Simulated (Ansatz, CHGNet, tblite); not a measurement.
# How well does each level of theory give the lattice parameter c of 2H WSe₂?

Reference value: 12.96 Å (measured, 300 K, no zero-point or thermal correction; as tabulated in arXiv:1605.07067).

| level (code) | value (Å) | difference (%) |
|---|---|---|
| IPEA1-xTB (tblite) | 12.194 | -5.91 |
| CHGNet 0.3.0 | 18.012 | +39 |
| LDA (Ansatz) | 12.819 | -1.09 |
| PBE (Ansatz) | 15.107 | +16.6 |
| RPBE (Ansatz) | 17.499 | +35 |
| PBE-D3(BJ) (Ansatz) | 12.786 | -1.34 |
| PBEsol-D3(BJ) (Ansatz) | 12.410 | -4.24 |
| rVV10 (Ansatz) | 13.179 | +1.69 |
| r²SCAN-D4 (Ansatz) | 13.222 | +2.02 |
| r²SCAN+rVV10 (Ansatz) | 13.151 | +1.47 |
| HSE06 (Ansatz) | 14.658 | +13.1 |
| PBE0-D4 (Ansatz) | 12.780 | -1.39 |

Leaving aside IPEA1-xTB (doubt noted below), CHGNet 0.3.0 (doubt noted below): The reference is not for a static lattice or low temperature, so close values are not ranked against it. Off by more than 1.75 %, or 2.45 % on the side where a correction would as a rule narrow the miss (bounds picked here): RPBE (+35 %), PBE (+16.6 %), HSE06 (+13.1 %), PBEsol-D3(BJ) (-4.24 %), r²SCAN-D4 (+2.02 %).

The measured value isn't corrected to a static lattice, so vibrations enter the comparison. The crystal itself was run without spin with LDA, PBE, RPBE, PBE-D3(BJ), PBEsol-D3(BJ), rVV10, r²SCAN-D4, r²SCAN+rVV10, HSE06; a magnetic state was not tried in these runs. Density-functional levels without +SOC have no spin–orbit coupling. IPEA1-xTB: this parameter set was refitted to ionisation energies, not structures. IPEA1-xTB: the run uses a supercell at the zone centre in place of a k mesh. CHGNet 0.3.0: the cell has another shape than the first-principles one, perhaps another minimum in the same group. CHGNet 0.3.0: the cell moved over 20 % in volume from its start. LDA: LDA has no dispersion term either, though it tends to give short spacings of layers, chains or molecules. PBE, RPBE: for a layered or molecular solid the relaxed cell lies over 5 % above the published volume, where the minimum can be shallow. PBE, RPBE, HSE06: the cell comes from a level without a dispersion term, which matters for the spacing of layers, chains or molecules. Cutoffs and k meshes differ between the levels. Ansatz's density-functional and Hartree–Fock values are scalar-relativistic unless marked +SOC, with PAW data made under PBE.

Machine-learned potentials (CHGNet 0.3.0) are trained on DFT data: a solid inside that data is no test of them.

Differences are worked out from the printed values.

Ansatz is a first-principles code.
